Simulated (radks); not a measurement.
# F³⁺ in [He] 2s2 2p2: an all-electron calculation

The task here is to estimate one member of a computed series from the others.

Program: radks (a radial shooting solver on a logarithmic mesh, Libxc functionals) version 1. Level of theory: scalar-relativistic Kohn-Sham, PBE, spin-polarised, spherical densities, point nucleus; open shells are filled with parallel spins first. These are calculated values, not measurements, unless marked.

### The system

- element: fluorine (Z = 9)
- charge: +3
- electrons: 6
- configuration: [He] 2s2 2p2

The outer shells:

F³⁺
```
[He] core
2s [↑↓]
2p [↑ ][↑ ][  ]
```

The first run:

Input:

```text
Z 9
configuration [He] 2s2 2p2 3s0 3p0 3d0
relativity scalar-relativistic
functional pbe,pbe
spin polarised
nucleus point
c 137.035999084
```

One of the session's tables, all rows but one given; the rest of the session is left out.

It belongs to the step «Radial structure». Sizes of the orbitals, from the radial functions (bohr):

```
  level     <r>  outermost maximum (interpolated)  90 % within
  1s up  0.1763                             0.114        0.316
1s down       ?                                 ?            ?
  2s up  0.8701                             0.714         1.35
2s down  0.8873                             0.722         1.39
  2p up  0.8189                             0.620         1.35
2p down  0.8433                             0.631         1.40
```

Estimate the missing values for 1s down.

As computed: <r>: 0.1758; outermost maximum (interpolated): 0.114; 90 % within: 0.315. In the column «<r>» it is the lowest.

Limits of these values: Open shells are spherical and high-spin; term and fine-structure splittings are not resolved.
